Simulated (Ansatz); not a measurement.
in.yaml

```yaml
crystal:
  periodic: [false, false, false]
  atoms:
    - {symbol: Al, position_ang: [0.000000, 0.000000, 0.253900]}
    - {symbol: Ga, position_ang: [0.000000, 0.000000, -2.089700]}
    - {symbol: H, position_ang: [0.000000, 0.000000, 1.835800]}
basis:
  gaussian: {orbitals: cc-pVDZ}
magnetization: {spin_polarized: false, initial_magnetization: 1}
correlation: {method: fic_mrcisd_q, electrons: outside_noble_gas, active_space: {window: {electrons: 7, orbitals: 9}, shells: [{species: Al, l: s, shell: 3}, {species: Al, l: p, shell: 3}, {species: Ga, l: s, shell: 4}, {species: Ga, l: p, shell: 4}, {species: H, l: s, shell: 1}]}}
```

```sh
$ ansatz run in.yaml --threads 1 --pin off --events-out ev --progress --plain --max-ram 4096MiB --backend cpu
```

Log:

```
942 factors; integrals over basis functions are off by at most 1.6e-7 eV
mean field evaluation 1: about -58929.5974 eV, gradient 7.5e0 eV
mean field evaluation 2: about -58929.5996 eV, gradient 7.5e0 eV
mean field evaluation 4: about -58930.1541 eV, gradient 9.4e-1 eV
mean field evaluation 8: about -58930.1720 eV, gradient 3.6e-3 eV
mean field evaluation 16: about -58930.1720 eV, gradient 8.2e-4 eV
mean field -58930.17197052 eV, -2165.6438756115 hartree, gradient 3.9e-6 eV, S^2 0.750000; 4 other end points of the search recorded, 0 dependent functions left out
reference -58930.17197052 eV, -2165.6438756115 hartree; 23, 22 occupied and 27, 28 virtual orbitals, 942 factors
state -58931.95137507 eV, -2165.7092675223 hartree
contracted CI cycle   1: correlation 0.00000000 eV, 0.0000000000 hartree, residual 8.11e0 eV
contracted CI cycle   2: correlation -1.62343816 eV, -0.0596602521 hartree, residual 1.84e0 eV
contracted CI cycle   3: correlation -1.70684758 eV, -0.0627254915 hartree, residual 4.30e-1 eV
contracted CI cycle   4: correlation -1.71110915 eV, -0.0628821015 hartree, residual 1.13e-1 eV
contracted CI cycle   5: correlation -1.71139561 eV, -0.0628926288 hartree, residual 3.07e-2 eV
contracted CI cycle   6: correlation -1.71141522 eV, -0.0628933494 hartree, residual 8.53e-3 eV
contracted CI cycle   7: correlation -1.71141670 eV, -0.0628934036 hartree, residual 2.24e-3 eV
contracted CI cycle   8: correlation -1.71141681 eV, -0.0628934079 hartree, residual 6.40e-4 eV
state -58931.95137507 eV, -2165.7092675223 hartree; corrected -58933.75726611 eV, -2165.7756327941 hartree
Total energy: -58933.75726611 eV, -2165.7756327941 hartree
Checks for a lower state left out: starts, orbital_swaps
```

For the same geometry and basis full CI lies 1.3 meV higher.

Ran on 1 thread of AMD EPYC 7R13, shared host: 11 s wall, 0.38 GiB peak host memory.
